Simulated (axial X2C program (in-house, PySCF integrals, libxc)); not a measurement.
# NaO⁺: cheaper levels and CCSD(T), 2c

All values were computed with an in-house all-electron X2C program for linear molecules (integrals from PySCF). Two-component (2c) means X2C with spin–orbit coupling and atomic mean-field two-electron Coulomb and Gaunt terms. Basis: Na dyall-cv3z [9s8p5d2f], O dyall-av3z [7s6p3d2f] (cores contracted in-house); Gaussian nuclei, density fitting, unrestricted open shells. Masses: Na 22.990 u, O 15.995 u.

State: Ω = 1 (⟨Sz⟩ = 1.00, ⟨Lz⟩ = 0.00 at HF); fragments Na+ + O.

```
level  Re (Å)  ωe (cm⁻¹)  De (eV)
 PBE0   2.490      193.5    0.316
   HF   2.512      183.7    0.274
  MP2   2.495      190.1    0.293
 CCSD   2.497      190.6    0.298
 BLYP   2.518      188.0    0.318
```

Correlated methods: 14 electrons correlated (number of frozen shells: Na 1 s; O 1 s), 220 virtual spin orbitals or spinors in MP2, 90 natural virtuals in coupled cluster.

CCSD(T), same Hamiltonian and basis:

Re = 2.496 Å, ωe = 191.0 cm⁻¹, De = 0.27 eV; T1 = 0.004 (Lee–Taylor normalisation).

Give the differences from CCSD(T) in the columns below.



| level | ΔRe (Å) | Δωe (cm⁻¹) |
| --- | --- | --- |
| PBE0 | -0.006 | 2.5 |
| HF | 0.016 | -7.3 |
| MP2 | -0.001 | -0.9 |
| CCSD | 0.001 | -0.4 |
| BLYP | 0.022 | -3.0 |

Occupations by symmetry block were frozen at the best pattern of an incomplete PBE0 search. Dissociation energies refer to the lowest single-determinant-based atoms at the same level and basis. Density functionals use the spin component along the axis (collinear). Coupled cluster ran in a truncated set of natural virtual spinors; the MP2 energy of the rest was added. (T) has no such correction and the atoms are truncated less, which lowers De at CCSD(T) by a hundredth of an eV or more. The 2c atoms are single determinants rather than J levels; their spin–orbit lowering is only partly caught, and De is too large by that part. This holds for PBE0, BLYP. Without a current term, density functionals place determinants with orbital angular momentum somewhat too high. With several unpaired electrons one determinant need not be a pure state. Open-shell Ω = 0 determinants with evenly filled partner blocks cannot be reached by this program, so the Ω shown need not be the lowest component. This is the Ω = 1 component of a π² triplet; the 0⁺ component is not one determinant and can lie lowest. The bond is weak, and without diffuse functions and with truncated virtuals even CCSD(T) can be tens of per cent off in De.
